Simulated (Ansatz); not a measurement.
AlH6NSi can be A, `[NH2][AlH][SiH3]`, or B, `[AlH2][NH][SiH3]`.

Isolated molecules relaxed with PBE0-D4/def2-TZVP in Ansatz; ΔE leaves out vibrations. CCSD(T)/CBS is the MP2 limit (def2-TZVPP, def2-QZVPP) plus CCSD(T) − MP2 in def2-TZVPP, frozen cores. DFT in def2-TZVPP. B3LYP here is the variant with VWN-RPA as its local correlation; programs differ in this. One conformer a species, not always the lowest.

(1) Which isomer does CCSD(T)/CBS put lower? Give the gap. (Best estimate.)

(2) Give E(B) − E(A) in kcal/mol with B3LYP, MP2/def2-TZVPP, ωB97M-V, PBE-D4, BLYP-D4, LDA (SPW92), CCSD(T)/def2-TZVPP. (An estimate is asked.)

(3) Does the order hold for the free energy at 298.15 K (harmonic terms from PBE0-D4)? (Estimate.)

Largest T1 diagnostic: 0.013.

Results:

(1) Ansatz gave: B, by 10.6 kcal/mol.

(2) Ansatz gave: B3LYP -9.6, MP2/def2-TZVPP -12.9, ωB97M-V -11.8, PBE-D4 -5.7, BLYP-D4 -9.5, LDA (SPW92) -6.3, CCSD(T)/def2-TZVPP -10.6. None reverses the order clearly.

(3) Ansatz gave: Yes: G(B) − G(A) = -11.4 kcal/mol, for one conformer each. Modes under 60 cm⁻¹, often nearly free rotors, make the harmonic entropy too high.

The D4 term adds −0.7 kcal/mol with B3LYP and −0.3 kcal/mol with PBE0; it sums over pairs of atoms, weighted by their polarisabilities, and B3LYP, whose exchange is more repulsive, gets the larger term. From r2SCAN to r2SCAN0 (25 % exact exchange), in def2-TZVPP and without D4, E(B) − E(A) moves by −0.7 kcal/mol.
